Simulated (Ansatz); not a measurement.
# C₆H₁₂+ (doublet): geometry at several levels

Aim: geometry at several levels, for C₆H₁₂+ (doublet), with the cost of each level. Charge +1. Spin multiplicity 2.

Program: Ansatz 0.2.0. Level of theory: the levels named in each step. These are calculated values, not measurements.

## (1) The structure to begin with

Bond lengths (14 of 17 bonds, heavy atoms first): C1–C2 1.471 Å, C2–C3 1.471 Å, C2–C4 1.404 Å, C4–C5 1.471 Å, C4–C6 1.471 Å, C1–H7 1.097 Å, C1–H8 1.088 Å, C1–H9 1.088 Å, C3–H10 1.088 Å, C3–H11 1.097 Å, C3–H12 1.088 Å, C5–H13 1.088 Å, C5–H14 1.097 Å, C5–H15 1.088 Å. Angles (14 of 30 angles, heavy atoms first): C1–C2–C3 117.4°, C1–C2–C4 121.3°, C3–C2–C4 121.3°, C2–C4–C5 121.3°, C2–C4–C6 121.3°, C5–C4–C6 117.4°, C2–C1–H7 109.1°, C2–C1–H8 111.1°, C2–C1–H9 113.3°, C2–C3–H10 113.3°, C2–C3–H11 109.1°, C2–C3–H12 111.1°, C4–C5–H13 111.1°, C4–C5–H14 109.1°.

Coordinates:

```xyz
18

C     1.3506    1.3716   -0.1571
C     0.6945    0.0566   -0.0837
C     1.5513   -1.1342   -0.1929
C    -0.6945   -0.0567    0.0838
C    -1.3755   -1.3552   -0.0381
C    -1.5264    1.1178    0.3880
H     1.5894    1.7103    0.8581
H     2.2998    1.3071   -0.6856
H     0.7252    2.1395   -0.6068
H     1.1811   -1.9835    0.3769
H     1.5946   -1.4498   -1.2421
H     2.5755   -0.9083    0.0977
H    -2.4249   -1.2249   -0.2956
H    -1.3609   -1.8605    0.9350
H    -0.8980   -2.0259   -0.7488
H    -1.0083    1.8700    0.9787
H    -1.8232    1.6001   -0.5510
H    -2.4504    0.8261    0.8835
```

## (2) A rough first relaxation, PBE-D4/def2-SVP

File input.yaml:

```yaml
crystal:
  periodic: [false, false, false]
  atoms:
    - { symbol: C, position_ang: [1.35061, 1.37156, -0.15708] }
    - { symbol: C, position_ang: [0.69454, 0.05665, -0.08371] }
    - { symbol: C, position_ang: [1.55126, -1.13419, -0.19289] }
    - { symbol: C, position_ang: [-0.69452, -0.05667, 0.08384] }
    - { symbol: C, position_ang: [-1.37548, -1.35521, -0.03805] }
    - { symbol: C, position_ang: [-1.52639, 1.11784, 0.38802] }
    - { symbol: H, position_ang: [1.58942, 1.7103, 0.85813] }
    - { symbol: H, position_ang: [2.2998, 1.30711, -0.68564] }
    - { symbol: H, position_ang: [0.72521, 2.13948, -0.60676] }
    - { symbol: H, position_ang: [1.18109, -1.98354, 0.37686] }
    - { symbol: H, position_ang: [1.59463, -1.44984, -1.24213] }
    - { symbol: H, position_ang: [2.57549, -0.90832, 0.09768] }
    - { symbol: H, position_ang: [-2.42486, -1.22491, -0.29558] }
    - { symbol: H, position_ang: [-1.36088, -1.86051, 0.93503] }
    - { symbol: H, position_ang: [-0.89798, -2.02592, -0.74882] }
    - { symbol: H, position_ang: [-1.00832, 1.86999, 0.97872] }
    - { symbol: H, position_ang: [-1.82317, 1.60006, -0.55103] }
    - { symbol: H, position_ang: [-2.45043, 0.82612, 0.88354] }
magnetization:
  spin_polarized: true
  initial_magnetization: 1
total_charge: 1
basis:
  gaussian: { orbitals: def2-SVP }
hamiltonian:
  xc: pbe
  dispersion: d4
relax:
  f_tol: 0.03
  max_steps: 200
```

Command:

```bash
ansatz run input.yaml --threads 4 --pin off --max-ram 10240MiB --backend cpu --events-out ev --progress --plain --runs-dir out
```

After this run come: Relaxation, HF/STO-3G; Relaxation, HF/6-31G*; Relaxation, LDA/def2-SVP; Relaxation, PBE-D4/def2-SVP.

Q: Predict the outcome of this session. Wanted: C1–C2 at PBE-D4/def2-SVP; C2–C3 at PBE-D4/def2-SVP; C2–C4 at PBE-D4/def2-SVP.

The runs gave:

| quantity | value |
| --- | --- |
| C1–C2 at PBE-D4/def2-SVP | 1.482 Å |
| C2–C3 at PBE-D4/def2-SVP | 1.482 Å |
| C2–C4 at PBE-D4/def2-SVP | 1.441 Å |

**Reading.** The C1–C2 distance spreads over 0.059 Å, from LDA/def2-SVP (shortest) to HF/STO-3G.
